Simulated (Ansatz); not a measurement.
## Tl2As3: from a trial structure to a relaxed crystal

Computed with DFT PBE, scalar-relativistic, plane waves, PAW (Ansatz 0.2.0).

The start puts Tl2As3 on the tetradymite structure type (R-3m, No. 166), with Tl in place of Bi, As in place of Te, at a guessed volume.

Input of the last, converged step (default PAW datasets):

```yaml
crystal:
  lattice:
    - [2.027033122, 1.1703081187, 9.3316673357]
    - [-2.027033122, 1.1703081187, 9.3316673357]
    - [0.0, -2.3406162373, 9.3316673357]
  atoms:
    - { symbol: Tl, position: [0.3954617355, 0.3954617355, 0.3954617355] }
    - { symbol: Tl, position: [0.6045382645, 0.6045382645, 0.6045382645] }
    - { symbol: As, position: [0.0, 0.0, 0.0] }
    - { symbol: As, position: [0.188136626, 0.188136626, 0.188136626] }
    - { symbol: As, position: [0.811863374, 0.811863374, 0.811863374] }
basis:
  ecutwfc: 420
kpoints:
  mp_grid: { grid: [12, 12, 12] }
hamiltonian:
  xc: pbe
scf:
  occupations: { method: gaussian, width: 0.1 }
output:
  forces: true
  stress: true
  eigenvalues: true
relax:
  adjacent_minimum: "off"
  f_tol: 0.01
  max_steps: 80
  cell: { stress_tol: 0.05 }
```

Launched as:

```bash
ansatz run input.yaml --threads 1 --pin off --max-ram 2560MiB --backend cpu --events-out ev --progress --plain --runs-dir out
```

It took 5 min on 1 thread of Arm Neoverse V1, with other jobs on the host, peak memory 0.93 GiB.

The program printed at the end:

```
SCF converged after 6 iterations
Free energy (F): -37456.229567 eV
Harris-Foulkes:  -37456.229567 eV  (|F-HF|=7.28e-12)
Internal energy: -37456.217553 eV  (E = F + TS)
E sigma→0 (E₀):  -37456.223560 eV
Entropy (-TS):   -0.012014 eV (-2.403 meV/atom)
Fermi energy:    8.884353 eV
--- Per-component energies (eV) ---
  E_band       = -769.298360
  E_kinetic    = 973.422374
  E_local      = -7444.451249  (includes V_loc(G=0)·N_el)
  E_nonlocal   = -1377.914184
  E_hartree    = 3723.776795
  E_xc         = -696.973737
  E_vxc        = -519.105441  (∫ρ·V_xc dr)
  E_paw        = -25833.544838  (= ΣΔE_a)
  E_vpaw       = 151.196329  (= ΣTr[D̂ρ^β])
  E_aug_tail   = 0.000094  (compensation charges beyond the density's cutoff)
  E_ewald      = -6800.532807
  E_smearing   = -0.012014  (= −TS)
  E_closure    = 0.000000  (closes the sum)
  Σ components = -37456.229567   (vs F -37456.229567, Δ=0.00e0)
--- Forces (eV/Å), atoms counted from 1 ---
  atom   1  Tl     0.00000000     0.00000000     0.00197249
  atom   2  Tl     0.00000000     0.00000000    -0.00197249
  atom   3  As     0.00000000     0.00000000     0.00000000
  atom   4  As     0.00000000     0.00000000    -0.00132116
  atom   5  As     0.00000000     0.00000000     0.00132116
  max |Σ_I F_I| component: 9.25e-18 eV/Å
--- Stress (GPa, compression-positive) ---
       -0.014913       0.000000       0.000000
        0.000000      -0.014913       0.000000
        0.000000       0.000000       0.011495
  P = ⅓ Tr σ = -0.0061 GPa (-0.061 kbar)
--- Relaxed structure (4 steps of the walk, 4 accepted, 1 SCFs on fresh bases) ---
  F+E_penalty+E_count = -37456.22956714 eV   max|allowed force component| = 1.972e-3 eV/Å   (the final SCF, on the basis selected at the relaxed cell)
  cell:  # Å, volume = 133.3481 Å³
    - [2.025122, 1.169205, 9.386285]
    - [-2.025122, 1.169205, 9.386285]
    - [0.000000, -2.338410, 9.386285]
  atoms:
    - { symbol: Tl, position: [0.394635, 0.394635, 0.394635] }
    - { symbol: Tl, position: [0.605365, 0.605365, 0.605365] }
    - { symbol: As, position: [0.000000, 0.000000, 0.000000] }
    - { symbol: As, position: [0.187928, 0.187928, 0.187928] }
    - { symbol: As, position: [0.812072, 0.812072, 0.812072] }
```

Total energies depend on the potentials used, so only differences within one code and one set of settings carry meaning.

The result has space group R-3m (No. 166). Around Tl lie 3 As at 2.91 Å and 3 As at 3.33 Å; As on Wyckoff site a (1 atom of the primitive cell) has 6 Tl at 2.91 Å; As on Wyckoff site c (2 atoms of the primitive cell) has 3 As at 2.63 Å.

Against the elements it lies at 0.10 eV/atom. The zero of energy is the elements' standard structures at the same level; no fitted shifts are applied.

The k mesh leaves about 4 meV/atom of noise in metals. Spin–orbit coupling is left out.

Symmetry constrained the relaxation, so the result can be a saddle point.